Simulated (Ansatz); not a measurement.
# C₄H₆OS: a ladder of functionals

One table from this session's results is given with a row withheld; the runs are named, their logs left out.

Method: functionals in def2-TZVPP, the program's frozen cores in correlated methods; program: Ansatz 0.2.0, Gaussian basis.

Plan: PBE-D4, r2SCAN-D4, PBE0-D4, B3LYP-D4, ωB97X-V, ωB97M-V, B2PLYP; MP2/def2-TZVPP; MP2/def2-QZVPP.

1 further run of the same task is left out (it didn't finish).

## The relaxed structure

An earlier PBE0-D4 in a triple-zeta def2 set relaxation fixed the geometry.

SMILES `C#CCS(C)=O`, 12 atoms, charge 0, spin multiplicity 1.

Atoms are counted from 1 here; the program's logs count them from 0.

Bond lengths: C1–C2 1.200 Å, C1–H7 1.064 Å, C2–C3 1.439 Å, C3–S4 1.845 Å, C3–H8 1.093 Å, C3–H9 1.094 Å, S4–C5 1.794 Å, S4–O6 1.476 Å, C5–H10 1.091 Å, C5–H11 1.092 Å, C5–H12 1.090 Å. Angles: C2–C1–H7 178.8°, C1–C2–C3 177.7°, C2–C3–S4 114.2°, C2–C3–H8 111.5°, C2–C3–H9 112.3°, S4–C3–H8 103.6°, S4–C3–H9 106.4°, H8–C3–H9 108.3°, C3–S4–C5 97.1°, C3–S4–O6 107.8°, C5–S4–O6 107.0°, S4–C5–H10 109.2°, S4–C5–H11 109.8°, S4–C5–H12 106.0°, H10–C5–H11 111.2°, H10–C5–H12 110.5°, H11–C5–H12 110.0°.

The first run:

Input file in.yaml:

```yaml
crystal:
  periodic: [false, false, false]
  atoms:
    - {symbol: C, position_ang: [-0.051227, 2.338303, -0.094198]}
    - {symbol: C, position_ang: [-0.032379, 1.332371, 0.560216]}
    - {symbol: C, position_ang: [-0.020105, 0.097002, 1.297353]}
    - {symbol: S, position_ang: [-0.613503, -1.362034, 0.337169]}
    - {symbol: C, position_ang: [0.475714, -1.156917, -1.073657]}
    - {symbol: O, position_ang: [-1.982885, -1.069968, -0.128554]}
    - {symbol: H, position_ang: [-0.075244, 3.241123, -0.657507]}
    - {symbol: H, position_ang: [-0.698493, 0.133899, 2.153563]}
    - {symbol: H, position_ang: [0.979408, -0.158368, 1.662499]}
    - {symbol: H, position_ang: [0.297011, -0.180480, -1.525274]}
    - {symbol: H, position_ang: [1.514955, -1.261552, -0.756311]}
    - {symbol: H, position_ang: [0.217747, -1.953180, -1.771598]}
basis:
  gaussian: {orbitals: def2-TZVPP}
hamiltonian: {xc: pbe, dispersion: d4}
output: {forces: true, orbitals: {seedname: orbitals}}
```

Steps of the session up to this table: PBE-D4 (GGA); r2SCAN-D4 (meta-GGA); PBE0-D4 (hybrid); B3LYP-D4 (hybrid); ωB97X-V (range-separated); ωB97M-V (range-separated); B2PLYP (double hybrid).

One of the session's tables, all rows but one given; the rest of the session is left out.

It belongs to the step «Orbital energies across the functionals». 

| functional | HOMO (eV) | gap (eV) |
| --- | --- | --- |
| PBE-D4 | ? | ? |
| r2SCAN-D4 | -5.73 | 4.97 |
| PBE0-D4 | -6.82 | 6.79 |
| B3LYP-D4 | -6.60 | 6.34 |
| ωB97X-V | -9.15 | 11.30 |
| ωB97M-V | -9.07 | 11.07 |

Q: Estimate the row for PBE-D4 from the others.

The run gave: HOMO (eV): -5.49; gap (eV): 4.50. In the column «HOMO (eV)» it is the highest.
